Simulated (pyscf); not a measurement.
This saddle point was located with ωB97X-D3(BJ)/def2-SVP in PySCF.

```
Si
F 1 1.5952
F 1 1.5962 2 107.14
O 1 1.6125 2 115.12 3 127.41
H 4 0.9624 1 123.41 2 -61.58
O 1 1.6939 2 107.57 3 -115.38
H 6 1.0825 1 116.61 2 -13.48
H 6 1.0852 7 76.63 1 112.28
Cl 8 1.8271 6 119.98 7 -5.04
```

Surface: singlet, charge 0. Lowest wavenumbers (cm⁻¹): 1342i, 37, 44, 99, 224.

Task: Name the species on either side of this saddle.

Result: HO–Si(OH)(F)–F (SMILES O[Si](O)(F)F) + HCl (SMILES Cl) ⇌ HO–Si(OH)(F)–F (SMILES O[Si](O)(F)F) + HCl (SMILES Cl), a four-centre exchange read from left to right: H–O, Cl–H broken and H–O, Cl–H formed. At ωB97M-D3(BJ)/def2-TZVP it lies +134.1 kJ/mol from the left side and +134.1 kJ/mol from the right (each side as separated species at their lowest minima found). On the reactant side the descent ends in a complex (not fully relaxed), 17.5 kJ/mol under the separated species and 154.4 kJ/mol under the saddle at ωB97X-D3(BJ)/def2-TZVP. On the product side the descent ends in a complex, 16.9 kJ/mol under the separated species and 153.8 kJ/mol under the saddle at ωB97X-D3(BJ)/def2-TZVP. The same reactants have a lower exit, to H₂O + HO–Si(F)(F)–Cl (barrier +72.7 kJ/mol at ωB97M-D3(BJ)/def2-TZVP, against +134.1 kJ/mol here). One saddle was located; it need not be the lowest between these sides.
